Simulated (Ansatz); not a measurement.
Multireference treatment of C₃H₆, singlet

Computed with Ansatz's Gaussian-basis code (development build). Basis aug-cc-pVDZ, nonrelativistic, 3 orbitals frozen in the corrections. State-specific CASSCF; RHF is the lowest restricted (open-shell) Hartree–Fock solution met. Solutions may break the symmetry of the shape. The lowest solution met needn't be the lowest there is, nor hold the orbitals that a chemist would pick.

Geometry:

```xyz
9

C     0.0129   -0.2092   -1.2811
C    -0.0670    0.4576   -0.1254
H    -0.4163   -1.2004   -1.3964
H     0.5086    0.2114   -2.1493
H    -0.2213    1.5356   -0.1480
C     0.0411   -0.1728    1.2288
H     0.1943   -1.2520    1.1484
H     0.8776    0.2508    1.7943
H    -0.8654    0.0017    1.8175
```

(1) What do CASSCF and its corrections give against RHF in CAS(2,2), and what are the occupations?

(2) Roughly how much CPU time does a whole run from the default start take (median of such runs, summed over threads; nearly all runs on one pinned thread of a shared server, mostly Xeon at 2.3 to 2.6 GHz, by a development driver)?

Results:

(1) CASSCF -0.795 eV, SC-NEVPT2 -11.938 eV; occupations 1.90, 0.10.

(2) CAS(2,2): about 6.7 s. Other jobs ran beside these, and the count of passes differs.
